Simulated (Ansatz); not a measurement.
# CH6NO+ (SMILES [NH3+]CO): functionals against CCSD(T) at one geometry

One table from this session's results is given with a row withheld; the runs are named, their logs left out.

Computed with Ansatz 0.2.0, Gaussian basis. Level: single points in def2-TZVPP.

Correlated methods freeze the cores.

### The starting structure

SMILES `[NH3+]CO`, 9 atoms, charge 1, spin multiplicity 1.

Atoms are counted from 1 here; the program's logs count them from 0.

Bond lengths: N1–C2 1.492 Å, N1–H4 1.007 Å, N1–H5 1.033 Å, N1–H6 1.030 Å, C2–O3 1.383 Å, C2–H7 1.097 Å, C2–H8 1.116 Å, O3–H9 0.977 Å. Angles: C2–N1–H4 110.8°, C2–N1–H5 107.8°, C2–N1–H6 107.4°, H4–N1–H5 113.6°, H4–N1–H6 113.1°, H5–N1–H6 103.8°, N1–C2–O3 104.3°, N1–C2–H7 109.1°, N1–C2–H8 105.7°, O3–C2–H7 111.9°, O3–C2–H8 114.9°, H7–C2–H8 110.4°, C2–O3–H9 112.3°.

Coordinates:

```csv
atom,x (Å),y (Å),z (Å)
N1,-0.56559,0.62565,-0.51513
C2,0.20627,-0.52299,0.04327
O3,0.81745,-0.00683,1.17191
H4,-1.08404,0.34429,-1.33080
H5,0.09994,1.39577,-0.69408
H6,-1.16555,0.98995,0.23839
H7,0.93867,-0.85846,-0.70173
H8,-0.54439,-1.32510,0.24015
H9,1.41454,-0.65234,1.59820
```

Set-up of the first run:

run/in.yaml

```yaml
crystal:
  periodic: [false, false, false]
  atoms:
    - {symbol: N, position_ang: [-0.565590, 0.625655, -0.515132]}
    - {symbol: C, position_ang: [0.206271, -0.522986, 0.043267]}
    - {symbol: O, position_ang: [0.817454, -0.006835, 1.171906]}
    - {symbol: H, position_ang: [-1.084037, 0.344285, -1.330803]}
    - {symbol: H, position_ang: [0.099941, 1.395767, -0.694084]}
    - {symbol: H, position_ang: [-1.165553, 0.989950, 0.238390]}
    - {symbol: H, position_ang: [0.938671, -0.858464, -0.701731]}
    - {symbol: H, position_ang: [-0.544385, -1.325096, 0.240152]}
    - {symbol: H, position_ang: [1.414536, -0.652336, 1.598200]}
basis:
  gaussian: {orbitals: def2-TZVPP}
total_charge: 1
hamiltonian: {xc: pbe, dispersion: d4}
output: {forces: true}
```

On the command line:

```
> ansatz run in.yaml --threads 2 --pin off --events-out ev --progress --plain --max-ram 3481MiB
```

Among the steps run: PBE-D4/def2-TZVPP; r2SCAN-D4/def2-TZVPP; PBE0-D4/def2-TZVPP; wB97M-V/def2-TZVPP; CCSD(T)/def2-TZVPP.

One of the session's tables, all rows but one given; the rest of the session is left out.

```
   method  RMS force component (eV/Å)  angle to CCSD(T) forces (°)
   PBE-D4                           ?                            ?
r2SCAN-D4                       0.492                          7.2
  PBE0-D4                       0.491                         16.5
  wB97M-V                       0.509                          6.4
  CCSD(T)                       0.528                    reference
```

Q: Estimate the row for PBE-D4 from the others.

The run gave: RMS force component (eV/Å): 0.464; angle to CCSD(T) forces (°): 22.6. In the column «RMS force component (eV/Å)» it is the lowest.
